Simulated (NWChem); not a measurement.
# How methods differ on Si2H6 (SMILES [SiH3][SiH3])

The species is Si2H6 (8 atoms), meant as a singlet with charge 0. As SMILES, `[SiH3][SiH3]`. The shape is that of a PBE0-D4/def2-TZVP optimisation.

Quantity: the vertical ionisation energy (to the doublet cation), in eV. The values are calculated.

```
                               level                    kind  program  value (eV)  CPU time (all runs)
                         SVWN5/3-21G                     LDA   NWChem       10.71                 13 s
                         SVWN5/6-31G                     LDA   NWChem       10.60                 21 s
  SVWN5/6-31G* (spherical functions)                     LDA   NWChem       10.46                 23 s
                        SVWN5/STO-3G                     LDA   NWChem        8.69                8.1 s
 SVWN5/6-31G** (spherical functions)                     LDA   NWChem       10.45                 32 s
                      SVWN5/6-311G**                     LDA   NWChem       10.52                 45 s
                     CAM-B3LYP/MIDI!  range-separated hybrid   NWChem       10.69                 22 s
                      CAM-B3LYP/MINI  range-separated hybrid   NWChem       13.25                7.7 s
CAM-B3LYP/SBKJC-VDZ (core potential)  range-separated hybrid   NWChem       10.65                 10 s
                 CAM-B3LYP/jorge-DZP  range-separated hybrid   NWChem       10.64                 51 s
```

The values span 8.69 to 13.25 eV. Without the sets that lack polarisation functions the rows with a basis span only 10.45 to 10.69 eV. Times are those of the runs behind each value, whatever else they computed, on shared processors of several kinds: orders of magnitude only.
